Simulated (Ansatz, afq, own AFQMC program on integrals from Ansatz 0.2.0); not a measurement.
**CHO, quartet in cc-pVDZ, levels against CCSDT(Q)**

```csv
atom,x (Å),y (Å),z (Å)
O,0.0000,0.0746,0.5425
C,0.0000,-0.1522,-0.6041
H,0.0000,0.6297,-1.4126
```

Connectivity, by distances: O–CH.

Basis cc-pVDZ. Only valence electrons are correlated. Ansatz 0.2.0 and our own AFQMC program on the same integrals; the CISD trial comes from CCSD amplitudes, and released means the phaseless constraint is let go. Error bars are statistical, one sigma.

Determinant: UHF, the one that the program's search chose, which needn't be the lowest solution. The geometry is a PBE0/def2-TZVP stationary point of this or a neighbouring charge and spin state.

No full CI on the walks' own integrals is used here; CCSDT(Q) serves as the reference and is uncertain by about the last step of the cluster series.

Cautions: another spin lies lower (by 6.55 eV).

```
T1 diagnostic                               : 0.0233
weight of the determinant in the CISD state : 0.916
⟨S²⟩ of the determinant                     : 3.761
size of the correlated space                : 11 electrons in 31 orbitals
```

```json
{"level": "MP2", "correlation energy (eV)": "-5.9153"}
{"level": "CCSD", "correlation energy (eV)": "-6.6498"}
{"level": "CCSD(T)", "correlation energy (eV)": "-6.7745"}
```

Problem. Estimate where phaseless AFQMC with a CISD trial lies against CCSD(T) on the same integrals.

Solution. 2.1 ± 0.3 kJ/mol below CCSD(T).

Reference: CCSDT(Q), correlation energy -6.801 eV. The released energy is read at 2.40 1/Eh (meV from the phaseless value at times in 1/Eh: 0 ± 3 at 0.24, -2 ± 3 at 0.51, -6 ± 3 at 0.99, -9 ± 3 at 1.62, -9 ± 8 at 2.40).

| level | E − E(reference) (kJ/mol) | share of correlation (%) |
| --- | --- | --- |
| CCSD(T) | 2.6 | 99.61 |
| CCSDT | 0.8 | 99.87 |
| ph-AFQMC/CISD | 0.5 ± 0.3 | 99.93 |
| released AFQMC | -0.4 ± 0.8 | 100.06 |

A walk keeps the symmetry of its determinant, which the program's search chose and which needn't be the lowest solution, so a lower state of the same spin and another symmetry isn't excluded. Released energies are given only where the last usable release times agree within the noise; a slower fall can still hide under it.
